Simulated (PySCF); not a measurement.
Molecule: SMILES F[SiH2]F, F2H2Si.

Atoms are numbered as in `[F:1][SiH2:2][F:3]`; H(Xn) means a hydrogen on atom n.

Geometry PBE0-D3(BJ)/def2-SVP throughout; GIAO in PySCF, gas phase, one conformer, non-relativistic; equivalent atoms averaged; functional PBE0.

Problem. How do the absolute shieldings σ depend on the basis set? (ppm; last column core-seconds on shared hosts with different chips, so compare them loosely)

Solution. 
```
    basis set  functions  F1/F3    Si2  H(Si2)  core-s
       STO-3G         21  512.1  535.3   29.83    0.63
        6-31G         35  360.0  410.8   26.92     1.1
     pcSseg-0         35  363.7  349.1   26.78       1
       6-31G*         50  333.5  412.9   26.51     1.4
     def2-SVP         56  337.3  426.6   26.43     1.4
      cc-pVDZ         56  338.7  429.9   26.35     1.6
     pcSseg-1         68  332.1  366.8   26.25     2.6
  aug-cc-pVDZ         91  349.0  425.9   26.01     2.5
6-311+G(2d,p)        101  333.7  362.9   26.19     2.8
    def2-TZVP        111  325.0  354.9   26.21     3.2
      cc-pVTZ        122  329.6  374.4   26.19     3.4
     IGLO-III        134  328.0  369.8   26.09     3.4
     pcSseg-2        143  328.7  363.6   26.13     4.2
     pcSseg-3        286  327.1  361.4   25.98      14
```

Problem. Which nucleus moves most, in ppm?

Solution. F1/F3 (fluorine bonded to Si): from 325.0 ppm with def2-TZVP to 512.1 ppm with STO-3G. The smallest spread is 3.85 ppm, at H(Si2).

Problem. Taking the largest basis, pcSseg-3 (286 functions), as the yardstick, rank the others by their worst heavy-atom deviation.

Solution. pcSseg-2 2.2 ppm (143 functions), pcSseg-1 5.5 ppm (68 functions), def2-TZVP 6.4 ppm (111 functions), 6-311+G(2d,p) 6.5 ppm (101 functions), IGLO-III 8.4 ppm (134 functions), cc-pVTZ 13.1 ppm (122 functions), pcSseg-0 36.6 ppm (35 functions), 6-31G 49.4 ppm (35 functions), 6-31G* 51.5 ppm (50 functions), aug-cc-pVDZ 64.6 ppm (91 functions), def2-SVP 65.2 ppm (56 functions), cc-pVDZ 68.5 ppm (56 functions), STO-3G 184.9 ppm (21 functions).

A small basis that lands close on one nucleus may do so by chance; judge by the trend and by all nuclei.
